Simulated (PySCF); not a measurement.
**Ionisation energy of He by level of theory**

He 1s2 (1S) → He⁺ 1s1 (2S), as a difference of total energies. All numbers are calculated (PySCF 2.14, no relativity, point nucleus, in aug-cc-pV5Z (6s5p4d3f2g, 80 functions)). Correlated levels: valence: nothing frozen. The calculations carry no spin-orbit coupling.

| method | ionisation energy (eV) |
| --- | --- |
| UHF | 23.448 |
| MP2 (valence) | 24.442 |
| SCS-MP2 (valence) | 24.641 |
| CCSD (valence) | 24.579 |

Q: How much does correlation contribute at MP2 (valence)?

A: 24.442 − (23.448) = 0.994 eV, measured against UHF.

Errors of the correlated levels include the incompleteness of this basis.

With two correlated electrons CCSD is exact in that space.

For comparison: 24.587 eV (measured; NIST Atomic Spectra Database, ionization energies).
